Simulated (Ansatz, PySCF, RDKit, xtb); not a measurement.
# [C3H7]+: a search for the lowest isomer

Given the formula [C3H7]+ (charge +1) and nothing else, which arrangement of the atoms is the most stable in the gas at 298.15 K, and what are its properties?

Plan: many cheap relaxations first (GFN2-xTB), then density-functional screening, relaxation at B3LYP-D3(BJ)/def2-SVP, vibrations and a final energy. The numbers are computed, not measured.

3 further runs of the same task are left out: 3 set aside as unsound or not needed.

### Step 1. Candidates

All bonding patterns within simple valence rules are listed by program: one Lewis structure each, at most two rings and one unusual centre or charged pair. O–O, O–halogen and N–halogen bonds and N–N–N chains are not drawn. That gives 2 candidates.

| label | SMILES | spin |
| --- | --- | --- |
| c106 | [CH2+]CC | singlet |
| c900 | C[CH+]C | singlet |

Candidates are built by distance geometry, with a force field where one applies, in up to four conformers (letters a to d).

Q: Predict the outcome of this search (final energies at CCSD(T)/def2-TZVP).

| quantity | value |
| --- | --- |
| lowest structure found | C[CH+]C, singlet, C2 |
| next finalist | C[CH+]C, triplet, 89.3 kcal/mol higher in G |
| share at equilibrium, among the finalists | 100.0 % |
| harmonic wavenumbers, lowest and highest (B3LYP-D3(BJ)/def2-SVP) | 156 and 3177 cm⁻¹ |
| rotational constants, same geometry | 1.359, 0.2836, 0.2561 cm⁻¹ |
| HOMO energy (PBE0/def2-TZVPD) | -16.66 eV |
| LUMO energy (PBE0/def2-TZVPD) | -9.22 eV |
| HOMO–LUMO gap (PBE0/def2-TZVPD) | 7.45 eV |
| lowest excitation (TD-B3LYP/def2-SVPD) | 5.43 eV (f = 0.003) |
| strongest of the states computed, same level | 7.07 eV (f = 0.347) |
| lowest triplet excitation, same level, Tamm-Dancoff | 4.93 eV |
| vertical ionisation energy | 19.12 eV |
| vertical recombination energy (electron added) | 7.01 eV |
| vertical triplet less singlet | +4.93 eV |

The search ends on `C[CH+]C`. The margin of 89.3 kcal/mol over the next finalist is beyond the usual error of the last level; it says nothing of structures that weren't ranked. r2SCAN-D4/def2-SVP, B3LYP-D3(BJ)/def2-SVP, HF/def2-TZVP and MP2/def2-TZVP already put its bonding pattern lowest among the structures in one piece. Lowest found is not proven lowest: the search is finite, and each finalist counts with one conformer. Patterns outside the rules of the enumeration were met only by chance.
